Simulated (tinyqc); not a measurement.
Inside a calculation. Method: extended Hueckel theory, for NH3. One step of it, computed by the program tinyqc.

Task: Orbitals. Solve H C = S C e through S^(-1/2); fill by pairs from the bottom, a degenerate level sharing its electrons equally; each orbital has its largest coefficient positive (the first on a tie).

H (eV), order 1N 2s, 1N 2px, 1N 2py, 1N 2pz, 2H 1s, 3H 1s, 4H 1s:
```
[[-26.000000, 0.000000, 0.000000, 0.000000, -16.606996, -16.616055, -16.616055],
 [0.000000, -13.400000, 0.000000, 0.000000, -10.291554, 5.149698, 5.149698],
 [0.000000, 0.000000, -13.400000, 0.000000, 0.000000, -8.914516, 8.914516],
 [0.000000, 0.000000, 0.000000, -13.400000, 1.691341, 1.692630, 1.692630],
 [-16.606996, -10.291554, 0.000000, 1.691341, -13.600000, -3.772467, -3.772467],
 [-16.616055, 5.149698, -8.914516, 1.692630, -3.772467, -13.600000, -3.776969],
 [-16.616055, 5.149698, 8.914516, 1.692630, -3.772467, -3.776969, -13.600000]]
```

overlap S, order 1N 2s, 1N 2px, 1N 2py, 1N 2pz, 2H 1s, 3H 1s, 4H 1s:
```
[[1.000000, 0.000000, 0.000000, 0.000000, 0.479278, 0.479540, 0.479540],
 [0.000000, 1.000000, 0.000000, 0.000000, 0.435621, -0.217977, -0.217977],
 [0.000000, 0.000000, 1.000000, 0.000000, 0.000000, 0.377334, -0.377334],
 [0.000000, 0.000000, 0.000000, 1.000000, -0.071591, -0.071646, -0.071646],
 [0.479278, 0.435621, 0.000000, -0.071591, 1.000000, 0.158507, 0.158507],
 [0.479540, -0.217977, 0.377334, -0.071646, 0.158507, 1.000000, 0.158696],
 [0.479540, -0.217977, -0.377334, -0.071646, 0.158507, 0.158696, 1.000000]]
```

valence electrons = 8

Give: orbital energies; occupations; coefficients; sum of one-electron energies.

Result:

orbital energies (eV): [-27.9663, -16.6739, -16.6733, -13.4745, 2.9349, 2.9429, 17.1257]

occupations: [2.0000, 2.0000, 2.0000, 2.0000, 0.0000, 0.0000, 0.0000]

coefficients, order 1N 2s, 1N 2px, 1N 2py, 1N 2pz, 2H 1s, 3H 1s, 4H 1s:
```
[[0.7553, 0.0001, 0.0000, 0.0823, 0.0012, 0.0000, 1.2447],
 [0.0000, 0.6205, 0.0000, 0.0000, 1.0614, 0.0000, -0.0017],
 [0.0000, 0.0000, 0.6206, 0.0000, 0.0000, 1.0614, 0.0000],
 [0.0099, 0.0000, 0.0000, 0.9911, -0.0002, 0.0000, -0.2068],
 [0.1544, 0.4472, 0.0000, -0.0339, -0.9996, 0.0000, -0.7192],
 [0.1545, -0.2235, 0.3872, -0.0338, 0.4985, -0.8652, -0.7216],
 [0.1545, -0.2235, -0.3872, -0.0338, 0.4985, 0.8652, -0.7216]]
```

sum of one-electron energies = -149.5759 eV
